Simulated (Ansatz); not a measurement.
## Which method gave which barrier?

Saddle point of BH₂ClO, closed shell (BH₂ClO ([OH][BH][Cl]) → BClO + H₂; bonds formed: H2–H4; bonds broken: B1–H2, O3–H4), PBE0-D4/def2-TZVP structure:

B1  (-0.122, 0.076, -0.266)
H2  (0.526, 0.147, 0.987)
O3  (-0.434, -1.141, -0.469)
H4  (0.230, -0.744, 0.705)
Cl5  (-0.200, 1.663, -0.958)
(Å)

Program: Ansatz 0.2.0. Basis: def2-TZVPP, with def2-QZVPP for the basis limit. Cores are frozen in the correlated methods. Extrapolation: Hartree–Fock as exp(−7.88 √X), correlation as X^−2.97. Four methods, as single points on the PBE0-D4 structures, gave these electronic barriers from the start structure: 236.1, 244.1, 267.0, 335.0 kJ/mol.

Q: The methods were, in alphabetical order, BLYP-D4, CCSD(T), HF, r2SCAN-D4. Which gave which? (Judge from chemistry; the calculation decides.)

A: The calculation gives: BLYP-D4 236.1; r2SCAN-D4 244.1; CCSD(T) 267.0; HF 335.0 kJ/mol. For comparison, CCSD(T) at an estimated basis limit (MP2 extrapolated from triple and quadruple zeta, plus CCSD(T) − MP2 in triple zeta) gives 266.2 kJ/mol.

T1 diagnostic: at most 0.018.

Labels in which every atom is bracketed show which atoms are joined, not bond orders.

For scale, one of the runs: CCSD(T)/def2-TZVPP, 132 basis functions, launched by `ansatz run in.yaml --threads 2 --pin off --events-out ev --progress --plain --max-ram 4352MiB`. Time: 3.5 s of wall clock on 2 CPU threads of an Intel Xeon 6975P-C; the host was shared. Peak host memory: 0.74 GiB.
